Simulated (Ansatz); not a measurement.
**Isomers of C3H3F3**

3 of its isomers, all singlets with charge 0: A = 3,3,3-trifluoropropene `C=CC(F)(F)F`; B = `C=C(F)C(F)F`; C = `F/C=C(/F)CF`.

Shapes, held fixed at every level: PBE0-D4/def2-TZVP. Flexible molecules stand in one conformer, not always the lowest. Programs: Ansatz 0.2.0.

A:

```xyz
9

C     0.1851   -1.2792    0.5585
C    -0.4986   -0.1941    0.2447
C     0.0925    0.9617   -0.4903
F    -0.5644    1.1879   -1.6388
F     0.0030    2.0883    0.2340
F     1.3805    0.7848   -0.7954
H     1.2298   -1.3861    0.2925
H    -0.2834   -2.0960    1.0933
H    -1.5444   -0.0673    0.5014
```

B:

```xyz
9

C    -0.0731   -1.3841    0.3261
C     0.3375   -0.1362    0.4014
F     1.2254    0.2735    1.3127
C    -0.0711    1.0014   -0.4836
F    -0.9035    0.5687   -1.4526
F    -0.7262    1.9386    0.2451
H    -0.7888   -1.6635   -0.4326
H     0.2945   -2.1312    1.0165
H     0.7937    1.4867   -0.9502
```

C:

```xyz
9

F    -1.7639   -1.1161    0.0999
C    -0.6188   -1.1069   -0.5816
C     0.3136   -0.1968   -0.3469
F     1.4364   -0.2422   -1.0771
C     0.2683    0.8804    0.6640
F     0.1914    2.1191    0.0550
H    -0.5293   -1.8941   -1.3194
H     1.1805    0.8647    1.2686
H    -0.6040    0.7495    1.3064
```

Electronic energies in kJ/mol, without zero-point or thermal terms.

| level | kind | B − A | C − A |
| --- | --- | --- | --- |
| r2SCAN-D4/def2-TZVPP | meta-GGA | +54.5 | +103.2 |
| B3LYP-D4/def2-TZVPP | global hybrid | +48.7 | +92.0 |
| PBE0-D4/def2-TZVPP | global hybrid | +52.2 | +97.0 |
| wB97M-V/def2-TZVPP | range-separated hybrid | +55.1 | +103.5 |
| wB97X-V/def2-TZVPP | range-separated hybrid | +53.7 | +101.1 |
| CCSD/def2-TZVPP | coupled cluster or CI | +57.0 | +107.1 |
| CCSD(T)/CBS estimate | coupled cluster or CI | +55.7 | +104.5 |

The highest level, CCSD(T)/CBS estimate, puts A lowest of these. All levels agree on that. The B − A difference spans +48.7 to +57.0 kJ/mol over the levels. The CBS estimate extrapolates MP2 from def2-TZVPP and def2-QZVPP and adds CCSD(T) − MP2 in the triple-zeta set, cores frozen.
